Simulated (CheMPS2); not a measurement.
**DMRG/STO-3G run of CH2Cl (SMILES [CH2]Cl), part 1 of 2**

Aim: the vertical doublet–quartet gap of CH2Cl at DMRG/STO-3G, from 2 runs. 

Program for the calculation: CheMPS2 1.8.12.

5 further runs of the same task are left out: 2 that didn't finish, 3 set aside as unsound or not needed.

## Step 1: The structure to begin with

CH2Cl: 4 atoms, total charge 0, spin state doublet. SMILES: `[CH2]Cl`. Geometry: relaxed at GFN2-xTB.

Bond lengths: C1–Cl2 1.676 Å, C1–H3 1.070 Å, C1–H4 1.070 Å. Angles: Cl2–C1–H3 118.4°, Cl2–C1–H4 118.4°, H3–C1–H4 123.2°.

## Step 2: The energy at DMRG/STO-3G

File prepare.py:

```python
from pyscf import ao2mo, cc, dft, gto, mcscf, mp, scf
from pyscf.tools import fcidump

geom = """
C      0.07279225    -0.24865016    -0.17181390
Cl    -0.66580721     2.28127738     1.58366608
H     -1.05820884    -1.91336660     0.01651621
H      1.65122379    -0.11926062    -1.42836839
"""
mol = gto.M(
    atom=geom,
    basis="sto-3g",
    unit="bohr",
    spin=1,
    verbose=3,
)
print("basis functions          = %d" % (mol.nao))
mf = scf.ROHF(mol)
mf.conv_tol = 1e-10
mf.max_cycle = 200
mf.kernel()
if not mf.converged:
    mf = mf.newton().run(mf.mo_coeff, mf.mo_occ)
print(f"E(SCF)                   = {mf.e_tot:.10f}")
ref = scf.UHF(mol).run(mf.make_rdm1(), conv_tol=1e-10)
pt = mp.MP2(ref, frozen=6).run()
mycc = cc.CCSD(ref, frozen=6)
mycc.max_cycle = 150
mycc.kernel()
print("MP2 total energy         = %.10f" % (pt.e_tot))
if mycc.converged:
    print("E(CCSD)                  = %.10f" % (mycc.e_tot))
    print("E(CCSD(T))               = %.10f" % (mycc.e_tot + mycc.ccsd_t()))
ks = dft.UKS(mol, xc="m06l").set(conv_tol=1e-9, verbose=3).run(mf.make_rdm1())
if ks.converged:
    print(f"E(M06-L)                 = {ks.e_tot:.8f}")
ks = dft.UKS(mol, xc="tpss").set(conv_tol=1e-9, verbose=3).run(mf.make_rdm1())
if ks.converged:
    print(f"E(TPSS)                  = {ks.e_tot:.8f}")
ks = dft.UKS(mol, xc="hse06").set(conv_tol=1e-9, verbose=3).run(mf.make_rdm1())
if ks.converged:
    print("E(HSE06)                 = %.8f" % (ks.e_tot))
ks = dft.UKS(mol, xc="b3lyp").set(conv_tol=1e-9, verbose=3).run(mf.make_rdm1())
if ks.converged:
    print("E(B3LYP)                 = %.8f" % (ks.e_tot))
cas = mcscf.CASCI(mf, 10, 13)
h1, ecore = cas.get_h1eff()
fcidump.from_integrals("FCIDUMP", h1, cas.get_h2eff(), 10, 13, nuc=ecore, ms=1)
ci = mcscf.CASCI(mf, 10, (7, 6))
ci.fix_spin_(ss=0.75)
ci.fcisolver.conv_tol = 1e-10
ci.fcisolver.max_cycle = 200
ci.kernel()
print(f"exact diagonalisation    = {ci.e_tot:.10f}")
```

File chemps2.input:

```
FCIDUMP = FCIDUMP
GROUP = 0
MULTIPLICITY = 2
NELECTRONS = 13
IRREP = 0
EXCITATION = 0
SWEEP_STATES = 25, 50, 75, 100, 100
SWEEP_ENERGY_CONV = 1e-04, 1e-04, 1e-04, 1e-04, 1e-06
SWEEP_MAX_SWEEPS = 3, 2, 2, 3, 6
SWEEP_NOISE_PREFAC = 0.5, 0.05, 0.05, 0.005, 0.0
SWEEP_DVDSON_RTOL = 3e-04, 3e-04, 3e-04, 3e-04, 3e-05
NOCC = 0
NACT = 10
NVIR = 0
MOLCAS_FIEDLER = TRUE
PRINT_CORR = TRUE
TMP_FOLDER = .
```

Started as:

```bash
$ python prepare.py && chemps2 --file=chemps2.input
```

Standard output:

```text
$ python prepare.py
basis functions          = 16
converged SCF energy = -493.070626100359
E(SCF)                   = -493.0706261004
converged SCF energy = -493.075080864103  <S^2> = 0.76611587  2S+1 = 2.0160515
E(UMP2) = -493.119306144428  E_corr = -0.0442252803254623
E(SCS-UMP2) = -493.124415789876  E_corr = -0.049334925773097
E(UCCSD) = -493.1381181502684  E_corr = -0.0630372861655705
MP2 total energy         = -493.1193061444
E(CCSD)                  = -493.1381181503
UCCSD(T) correction = -0.000580550523187857
E(CCSD(T))               = -493.1386987008
converged SCF energy = -493.922975143256  <S^2> = 0.75599804  2S+1 = 2.0059891
E(M06-L)                 = -493.92297514
converged SCF energy = -493.966469540362  <S^2> = 0.75432273  2S+1 = 2.0043181
E(TPSS)                  = -493.96646954
converged SCF energy = -493.774817746731  <S^2> = 0.75448165  2S+1 = 2.0044766
E(HSE06)                 = -493.77481775
converged SCF energy = -493.927052809013  <S^2> = 0.75370003  2S+1 = 2.0036966
E(B3LYP)                 = -493.92705281
CASCI E = -493.138916939186  E(CI) = -37.2885791667013  S^2 = 0.7500000
exact diagonalisation    = -493.1389169392

$ chemps2 --file=chemps2.input

Running chemps2 version 1.8.12 () with the following options:

   FCIDUMP            = FCIDUMP
   GROUP              = c1
   MULTIPLICITY       = 2
   NELECTRONS         = 13
   IRREP              = A
   EXCITATION         = 0
   SWEEP_STATES       = [ 25 ; 50 ; 75 ; 100 ; 100 ]
   SWEEP_ENERGY_CONV  = [ 0.0001 ; 0.0001 ; 0.0001 ; 0.0001 ; 1e-06 ]
   SWEEP_MAX_SWEEPS   = [ 3 ; 2 ; 2 ; 3 ; 6 ]
   SWEEP_NOISE_PREFAC = [ 0.5 ; 0.05 ; 0.05 ; 0.005 ; 0 ]
   SWEEP_DVDSON_RTOL  = [ 0.0003 ; 0.0003 ; 0.0003 ; 0.0003 ; 3e-05 ]
   NOCC               = [ 0 ]
   NACT               = [ 10 ]
   NVIR               = [ 0 ]
   MOLCAS_2RDM        =
   MOLCAS_3RDM        =
   MOLCAS_F4RDM       =
   MOLCAS_FOCK        =
   MOLCAS_FIEDLER     = TRUE
   MOLCAS_MPS         = FALSE
   MOLCAS_STATE_AVG   = FALSE
   PRINT_CORR         = TRUE
   TMP_FOLDER         = .

CheMPS2::Hamiltonian : Reading FCIDUMP file FCIDUMP
CheMPS2::Hamiltonian : Finished reading FCIDUMP file FCIDUMP
   EdmistonRuedenberg::FiedlerGlobal : Cost function at start = 71.101393653965
   EdmistonRuedenberg::FiedlerGlobal : Cost function at end   = 42.4005668796189
   EdmistonRuedenberg::FiedlerGlobal : Reordering = [ 9, 8, 2, 1, 7, 3, 6, 5, 0, 4 ].

   CheMPS2: a spin-adapted implementation of DMRG for ab initio quantum chemistry

   Stats: nIt(DAVIDSON) = 12
Energy at sites (8, 9) is -489.572273063933
   Stats: nIt(DAVIDSON) = 14
Energy at sites (7, 8) is -490.027748880554
   Stats: nIt(DAVIDSON) = 11
Energy at sites (6, 7) is -490.471043989556
   Stats: nIt(DAVIDSON) = 16
Energy at sites (5, 6) is -491.002089794438
   Stats: nIt(DAVIDSON) = 13
Energy at sites (4, 5) is -492.176004960012
   Stats: nIt(DAVIDSON) = 13
Energy at sites (3, 4) is -492.691877331599
   Stats: nIt(DAVIDSON) = 14
Energy at sites (2, 3) is -492.733026328985
   Stats: nIt(DAVIDSON) = 2
Energy at sites (1, 2) is -492.733012023489
******************************************************************
***  Information on left sweep 0 of instruction 0:
***     Elapsed wall time        = 1.546473 seconds
***     Minimum energy           = -492.733026328985
***     Maximum discarded weight = 0
******************************************************************
   Stats: nIt(DAVIDSON) = 1
Energy at sites (0, 1) is -492.733012023489
   Stats: nIt(DAVIDSON) = 1
Energy at sites (1, 2) is -492.733012023489
   Stats: nIt(DAVIDSON) = 3
Energy at sites (2, 3) is -492.733026329023
   Stats: nIt(DAVIDSON) = 12
Energy at sites (3, 4) is -492.742319092934
   Stats: nIt(DAVIDSON) = 10
Energy at sites (4, 5) is -492.808448413207
   Stats: nIt(DAVIDSON) = 17
Energy at sites (5, 6) is -493.119288897166
   Stats: nIt(DAVIDSON) = 6
Energy at sites (6, 7) is -493.123483042314
   Stats: nIt(DAVIDSON) = 1
Energy at sites (7, 8) is -493.123481950446
******************************************************************
***  Information on right sweep 0 of instruction 0:
***     Elapsed wall time        = 0.657621 seconds
***     Minimum energy           = -493.123483042314
***     Maximum discarded weight = 5.20696136325265e-05
***     Energy difference with respect to previous leftright sweep = 493.123481950446
******************************************************************
[... 8 site updates ...]
******************************************************************
***  Information on left sweep 1 of instruction 0:
***     Elapsed wall time        = 0.289363 seconds
***     Minimum energy           = -493.13843427398
***     Maximum discarded weight = 3.46334578906552e-05
******************************************************************
[... 8 site updates ...]
******************************************************************
***  Information on right sweep 1 of instruction 0:
***     Elapsed wall time        = 0.254471 seconds
***     Minimum energy           = -493.138559562982
***     Maximum discarded weight = 3.69555236852308e-05
***     Energy difference with respect to previous leftright sweep = 0.0150124187521214
******************************************************************
[... 8 site updates ...]
******************************************************************
***  Information on left sweep 2 of instruction 0:
***     Elapsed wall time        = 0.253241 seconds
***     Minimum energy           = -493.138601775527
***     Maximum discarded weight = 3.64715165533612e-05
******************************************************************
[... 8 site updates ...]
******************************************************************
***  Information on right sweep 2 of instruction 0:
***     Elapsed wall time        = 0.25277 seconds
***     Minimum energy           = -493.138619071147
***     Maximum discarded weight = 3.66562529422917e-05
***     Energy difference with respect to previous leftright sweep = 1.72243849192455e-05
******************************************************************
***  Information on completed instruction 0:
***     The reduced virtual dimension DSU(2)               = 25
***     The total number of reduced MPS variables          = 1693
***     Minimum energy encountered during all instructions = -493.138619071147
***     Minimum energy encountered during the last sweep   = -493.138619071147
***     Maximum discarded weight during the last sweep     = 3.66562529422917e-05
******************************************************************
[... 8 site updates ...]
******************************************************************
***  Information on left sweep 0 of instruction 1:
***     Elapsed wall time        = 0.271238 seconds
***     Minimum energy           = -493.138806033395
***     Maximum discarded weight = 2.53845416277269e-06
******************************************************************
[... 8 site updates ...]
******************************************************************
***  Information on right sweep 0 of instruction 1:
***     Elapsed wall time        = 0.3352 seconds
***     Minimum energy           = -493.138853774481
***     Maximum discarded weight = 9.36625325672944e-06
***     Energy difference with respect to previous leftright sweep = 0.000337460764967545
******************************************************************
[... 8 site updates ...]
******************************************************************
***  Information on left sweep 1 of instruction 1:
***     Elapsed wall time        = 0.305085 seconds
***     Minimum energy           = -493.138889471637
***     Maximum discarded weight = 1.03256069721797e-05
******************************************************************
[... 8 site updates ...]
******************************************************************
***  Information on right sweep 1 of instruction 1:
***     Elapsed wall time        = 0.292719 seconds
***     Minimum energy           = -493.13888947244
***     Maximum discarded weight = 1.03271870322712e-05
***     Energy difference with respect to previous leftright sweep = 4.24376781893443e-06
******************************************************************
***  Information on completed instruction 1:
***     The reduced virtual dimension DSU(2)               = 50
***     The total number of reduced MPS variables          = 4568
***     Minimum energy encountered during all instructions = -493.13888947244
***     Minimum energy encountered during the last sweep   = -493.13888947244
***     Maximum discarded weight during the last sweep     = 1.03271870322712e-05
******************************************************************
[... 8 site updates ...]
******************************************************************
***  Information on left sweep 0 of instruction 2:
***     Elapsed wall time        = 0.343761 seconds
***     Minimum energy           = -493.138908174418
***     Maximum discarded weight = 8.317285060619e-07
******************************************************************
[... 8 site updates ...]
******************************************************************
***  Information on right sweep 0 of instruction 2:
***     Elapsed wall time        = 0.359196 seconds
***     Minimum energy           = -493.138913104312
***     Maximum discarded weight = 8.2879085858639e-07
***     Energy difference with respect to previous leftright sweep = 5.78626282958794e-05
******************************************************************
***  Information on completed instruction 2:
***     The reduced virtual dimension DSU(2)               = 75
***     The total number of reduced MPS variables          = 7935
***     Minimum energy encountered during all instructions = -493.138913104312
***     Minimum energy encountered during the last sweep   = -493.138913104312
***     Maximum discarded weight during the last sweep     = 8.2879085858639e-07
******************************************************************
[... 8 site updates ...]
******************************************************************
***  Information on left sweep 0 of instruction 3:
***     Elapsed wall time        = 0.349241 seconds
***     Minimum energy           = -493.138916471957
***     Maximum discarded weight = 7.50845952381488e-08
******************************************************************
[... 8 site updates ...]
******************************************************************
***  Information on right sweep 0 of instruction 3:
***     Elapsed wall time        = 0.358289 seconds
***     Minimum energy           = -493.138916865614
***     Maximum discarded weight = 8.28992974005187e-08
***     Energy difference with respect to previous leftright sweep = 5.34976425115019e-06
******************************************************************
***  Information on completed instruction 3:
***     The reduced virtual dimension DSU(2)               = 100
***     The total number of reduced MPS variables          = 11510
***     Minimum energy encountered during all instructions = -493.138916865614
***     Minimum energy encountered during the last sweep   = -493.138916865614
***     Maximum discarded weight during the last sweep     = 8.28992974005187e-08
******************************************************************
[... 8 site updates ...]
******************************************************************
***  Information on left sweep 0 of instruction 4:
***     Elapsed wall time        = 0.534442 seconds
***     Minimum energy           = -493.138916932871
***     Maximum discarded weight = 9.14378961591224e-08
******************************************************************
[... 8 site updates ...]
******************************************************************
***  Information on right sweep 0 of instruction 4:
***     Elapsed wall time        = 0.511012 seconds
***     Minimum energy           = -493.138916933115
***     Maximum discarded weight = 9.1424664731519e-08
***     Energy difference with respect to previous leftright sweep = 2.5552822080499e-09
******************************************************************
***  Information on completed instruction 4:
***     The reduced virtual dimension DSU(2)               = 100
***     The total number of reduced MPS variables          = 11510
***     Minimum energy encountered during all instructions = -493.138916933115
***     Minimum energy encountered during the last sweep   = -493.138916933115
***     Maximum discarded weight during the last sweep     = 9.1424664731519e-08
******************************************************************
********************************************
***  2-RDM and Correlations calculation  ***
********************************************
   N(N-1)                     = 156
   Double trace of DMRG 2-RDM = 156
   Econst + 0.5 * trace(2DM-A * Ham) = -493.138916513064
   NOON of irrep A = [ 1.99951078633683 , 1.99881886555359 , 1.99452520640915 , 1.97798841175535 , 1.97681033117694 , 1.97152698045936 , 1.00470313367312 , 0.0338126822844231 , 0.0223077959457265 , 0.019995806405524 ].
   Single-orbital entropies (Hamiltonian index order is used!) = [ 0.0428112604608684 , 0.0988976583901164 , 0.0974265481502227 , 0.117591976476326 , 0.0424944344237629 , 0.0287874561255274 , 0.726054357641125 , 0.140529930039338 , 0.106950449331815 , 0.0972052957094238 ].
   Idistance(0) = 0.600328531099373
   Idistance(1) = 1.48189986467578
   Idistance(2) = 5.09659970897415
***************************************************
***  Timing information 2-RDM and Correlations  ***
***************************************************
***     Elapsed wall time        = 0.230492 seconds
***************************************************
--------------------------------------------------------
Spin correlation function = 4 * ( < S_i^z S_j^z > - < S_i^z > * < S_j^z > )
Hamiltonian index order is used!

   Columns 1 to 8

    0.005429   -0.000488   -0.000751   -0.001645   -0.000201   -0.000072   -0.000596   -0.000478
   -0.000488    0.014077   -0.003931   -0.002012   -0.000154   -0.000772   -0.003242   -0.000009
   -0.000751   -0.003931    0.011047   -0.001989   -0.000099   -0.001666   -0.001142    0.000791
[... 6 lines of this table left out ...]
    0.000246    0.001034   -0.002110    0.000129    0.000057   -0.000210   -0.001336   -0.002423

   Columns 9 to 10

    0.000119    0.000246
   -0.000062    0.001034
    0.000671   -0.002110
[... 6 lines of this table left out ...]
   -0.005369    0.011090

--------------------------------------------------------
Spin-flip correlation function = < S_i^+ S_j^- > + < S_i^- S_j^+ >
Hamiltonian index order is used!

   Columns 1 to 8

    0.005429   -0.000488   -0.000751   -0.001645   -0.000201   -0.000072   -0.000596   -0.000478
   -0.000488    0.014077   -0.003931   -0.002012   -0.000154   -0.000772   -0.003242   -0.000009
   -0.000751   -0.003931    0.011047   -0.001989   -0.000099   -0.001666   -0.001142    0.000791
[... 6 lines of this table left out ...]
    0.000246    0.001034   -0.002110    0.000129    0.000057   -0.000210   -0.001336   -0.002423

   Columns 9 to 10

    0.000119    0.000246
   -0.000062    0.001034
    0.000671   -0.002110
[... 6 lines of this table left out ...]
   -0.005369    0.011090

--------------------------------------------------------
Density correlation function = < n_i n_j > - < n_i > * < n_j >
Hamiltonian index order is used!

   Columns 1 to 8

    0.007930    0.000458    0.000893    0.001679    0.000446    0.000089   -0.000450   -0.008176
    0.000458    0.022229    0.004341    0.002348    0.000210    0.000778   -0.000215   -0.008288
    0.000893    0.004341    0.028829    0.002444    0.000244    0.001603   -0.000245   -0.004562
[... 6 lines of this table left out ...]
   -0.001367   -0.006708   -0.022312   -0.003436   -0.000260   -0.003802    0.000244    0.003515

   Columns 9 to 10

   -0.001503   -0.001367
   -0.015152   -0.006708
   -0.011234   -0.022312
[... 6 lines of this table left out ...]
    0.005579    0.028548

--------------------------------------------------------
Singlet diradical correlation function = < d_i,up d_j,down > + < d_i,down d_j,up > - < d_i,up > * < d_j,down > - < d_i,down > * < d_j,up >
Hamiltonian index order is used!

   Columns 1 to 8

   -0.000015    0.000481    0.000810    0.001670    0.000326    0.000082    0.000072    0.001629
    0.000481   -0.000099    0.004084    0.002140    0.000182    0.000769    0.001516    0.002599
    0.000810    0.004084   -0.000061    0.002161    0.000165    0.001651    0.000455    0.001141
[... 6 lines of this table left out ...]
    0.000357    0.001985    0.005681    0.001365    0.000096    0.000944    0.000544    0.002893

   Columns 9 to 10

    0.000383    0.000357
    0.003259    0.001985
    0.002047    0.005681
[... 6 lines of this table left out ...]
    0.005411   -0.000061

--------------------------------------------------------
Two-orbital mutual information = 0.5 * ( s1(i) + s1(j) - s2(i,j) ) * ( 1 - delta(i,j) )
Hamiltonian index order is used!

   Columns 1 to 8

    0           0.001444    0.001396    0.005419    0.000722    0.000312    0.000506    0.011190
    0.001444    0           0.009537    0.006869    0.000198    0.001688    0.000596    0.010196
    0.001396    0.009537    0           0.003913    0.000150    0.005203    0.000210    0.005055
[... 6 lines of this table left out ...]
    0.001380    0.009845    0.041235    0.004010    0.000136    0.005398    0.000252    0.005589

   Columns 9 to 10

    0.001240    0.001380
    0.021875    0.009845
    0.015113    0.041235
[... 4 lines of this table left out ...]
    0.003252    0.005589
    0           0.014511
    0.014511    0

--------------------------------------------------------
```

Run time: 17 s. Hardware: 1 thread of Intel Xeon Platinum 8259CL at 2.50GHz (Skylake/Cascade Lake), shared host; peak memory 0.18 GiB.

(Continued in part 2 of 2.)
